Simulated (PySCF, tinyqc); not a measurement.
MP2 on RHF in the sto-3g basis, frozen core, for HF, spin multiplicity 1, step by step. The lowest restricted solution is unstable here: a spin-polarised one lies 0.0091 hartree lower (PySCF). One step of it, computed by the program tinyqc.

Problem. Integrals over molecular orbitals. (pq|rs) = sum C_ip C_jq C_kr C_ls (ij|kl), one index at a time.

coefficients C, order 1F 1s, 1F 2s, 1F 2px, 1F 2py, 1F 2pz, 2H 1s:
$$\begin{pmatrix}
0.995009 & -0.259386 & 0.045526 & 0.000000 & 0.000000 & 0.048019 \\
0.020410 & 1.003013 & -0.231305 & 0.000000 & 0.000000 & -0.259803 \\
0.000000 & 0.000000 & 0.000000 & -0.344843 & 0.938660 & 0.000000 \\
0.000000 & 0.000000 & 0.000000 & 0.938660 & 0.344843 & 0.000000 \\
0.001085 & 0.018560 & 0.685321 & 0.000000 & 0.000000 & -0.761446 \\
-0.002698 & 0.089296 & 0.607562 & 0.000000 & 0.000000 & 0.858331
\end{pmatrix}$$

core Hamiltonian H = T + V (hartree), order 1F 1s, 1F 2s, 1F 2px, 1F 2py, 1F 2pz, 2H 1s:
$$\begin{pmatrix}
-40.431749 & -9.486468 & 0.000000 & 0.000000 & -0.007480 & -0.800987 \\
-9.486468 & -10.909830 & 0.000000 & 0.000000 & -0.093335 & -1.977441 \\
0.000000 & 0.000000 & -8.591977 & 0.000000 & 0.000000 & 0.000000 \\
0.000000 & 0.000000 & 0.000000 & -8.591977 & 0.000000 & 0.000000 \\
-0.007480 & -0.093335 & 0.000000 & 0.000000 & -8.638074 & -1.442176 \\
-0.800987 & -1.977441 & 0.000000 & 0.000000 & -1.442176 & -4.093299
\end{pmatrix}$$

Two-electron integrals (ij|kl) in chemists' order, unique and non-zero (hartree):
```
(11|11) 5.403501   (21|11) 0.841920   (21|21) 0.156299   (22|11) 1.268028
(22|21) 0.292344   (22|22) 0.926167   (31|31) 0.027998   (32|31) 0.043169
(32|32) 0.204588   (33|11) 1.264502   (33|21) 0.292403   (33|22) 0.925959
(33|33) 0.997514   (41|41) 0.027998   (42|41) 0.043169   (42|42) 0.204588
(43|43) 0.053770   (44|11) 1.264502   (44|21) 0.292403   (44|22) 0.925959
(44|33) 0.889973   (44|44) 0.997514   (51|51) 0.027998   (52|51) 0.043169
(52|52) 0.204588   (53|53) 0.053770   (54|54) 0.053770   (55|11) 1.264502
(55|21) 0.292403   (55|22) 0.925959   (55|33) 0.889973   (55|44) 0.889973
(55|55) 0.997514   (61|11) 0.071273   (61|21) 0.013131   (61|22) 0.024446
(61|33) 0.024411   (61|44) 0.024411   (61|51) 0.000510   (61|52) 0.000967
(61|55) 0.024520   (61|61) 0.001113   (62|11) 0.202201   (62|21) 0.047337
(62|22) 0.170062   (62|33) 0.167505   (62|44) 0.167505   (62|51) 0.003180
(62|52) 0.026167   (62|55) 0.175005   (62|61) 0.004038   (62|62) 0.040318
(63|31) 0.004688   (63|32) 0.028810   (63|53) 0.005333   (63|63) 0.005678
(64|41) 0.004688   (64|42) 0.028810   (64|54) 0.005333   (64|64) 0.005678
(65|11) 0.146729   (65|21) 0.034764   (65|22) 0.133842   (65|33) 0.128376
(65|44) 0.128376   (65|51) 0.006701   (65|52) 0.047982   (65|55) 0.144620
(65|61) 0.003071   (65|62) 0.039098   (65|65) 0.043399   (66|11) 0.402856
(66|21) 0.095807   (66|22) 0.398037   (66|33) 0.386483   (66|44) 0.386483
(66|51) 0.007005   (66|52) 0.082803   (66|55) 0.420844   (66|61) 0.008196
(66|62) 0.128523   (66|65) 0.146002   (66|66) 0.774606
```

Give: one-electron integrals over orbitals h = C^T H C; Two-electron integrals over orbitals.

Solution.

one-electron integrals over orbitals h = C^T H C (hartree):
$$\begin{pmatrix}
-40.415 & 0.725 & -0.120 & 0.000 & 0.000 & -0.131 \\
0.725 & -9.121 & 0.466 & 0.000 & 0.000 & 0.722 \\
-0.120 & 0.466 & -6.696 & 0.000 & 0.000 & 2.316 \\
0.000 & 0.000 & 0.000 & -8.592 & 0.000 & 0.000 \\
0.000 & 0.000 & 0.000 & 0.000 & -8.592 & 0.000 \\
-0.131 & 0.722 & 2.316 & 0.000 & 0.000 & -5.952
\end{pmatrix}$$

Two-electron integrals over orbitals (pq|rs), unique and non-zero (hartree); the lowest 1 orbital is frozen and left out:
```
(22|22) 0.876    (32|22) -0.046   (32|32) 0.131    (33|22) 0.682
(33|32) -0.011   (33|33) 0.665    (42|42) 0.190    (43|42) -0.026
(43|43) 0.034    (44|22) 0.897    (44|32) -0.062   (44|33) 0.668
(44|44) 0.998    (52|52) 0.190    (53|52) -0.026   (53|53) 0.034
(54|54) 0.054    (55|22) 0.897    (55|32) -0.062   (55|33) 0.668
(55|44) 0.890    (55|55) 0.998    (62|22) -0.078   (62|32) -0.080
(62|33) -0.021   (62|44) -0.078   (62|55) -0.078   (62|62) 0.091
(63|22) -0.246   (63|32) 0.076    (63|33) -0.090   (63|44) -0.253
(63|55) -0.253   (63|62) 0.033    (63|63) 0.239    (64|42) -0.026
(64|43) -0.023   (64|64) 0.029    (65|52) -0.026   (65|53) -0.023
(65|65) 0.029    (66|22) 0.633    (66|32) 0.042    (66|33) 0.642
(66|44) 0.618    (66|55) 0.618    (66|62) -0.051   (66|63) -0.028
(66|66) 0.667
```
